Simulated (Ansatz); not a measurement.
CH4Si can be A, `C=[SiH2]`, or B, `C[SiH]`.

Isolated molecules relaxed with PBE0-D4/def2-TZVP in Ansatz; ΔE leaves out vibrations. CCSD(T)/CBS is frozen-core, at the limit of the def2 triple- and quadruple-zeta sets. DFT in def2-TZVPP. B3LYP here is the variant with VWN-RPA as its local correlation; programs differ in this.

Question: Which is lower in electronic energy at CCSD(T)/CBS, and by how much? (Best estimate.)

Answer: Ansatz gave: A, by 12.9 kJ/mol.

Question: Give E(B) − E(A) in kJ/mol with B3LYP, CCSD(T)/def2-SVP, CCSD(T)/def2-TZVPP, B3LYP-D4, HF/def2-TZVPP, LDA (SPW92), PBE-D4. (Estimate.)

Answer: Ansatz gave: B3LYP 10.3, CCSD(T)/def2-SVP 5.6, CCSD(T)/def2-TZVPP 9.8, B3LYP-D4 10.6, HF/def2-TZVPP -7.2, LDA (SPW92) 17.0, PBE-D4 14.0. The order is the other way round with HF/def2-TZVPP.

Question: Does the order hold for the free energy at 298.15 K (harmonic terms from PBE0-D4)? (Best estimate.)

Answer: Computed: Yes: G(B) − G(A) = +13.2 kJ/mol.

Largest T1 diagnostic: 0.015.

In def2-TZVPP, CCSD(T) changes the Hartree–Fock value by +17.0 kJ/mol (the triples alone add +7.0 kJ/mol) and MP2 by +25.5 kJ/mol. Leaving LDA and LC-ωPBE aside and taking each functional with its dispersion term where it has one, the values, not all of them listed here, spread over 21.9 kJ/mol, from ωB97M-V to r2SCAN-D4. LDA lies +3.1 kJ/mol from PBE without D4.
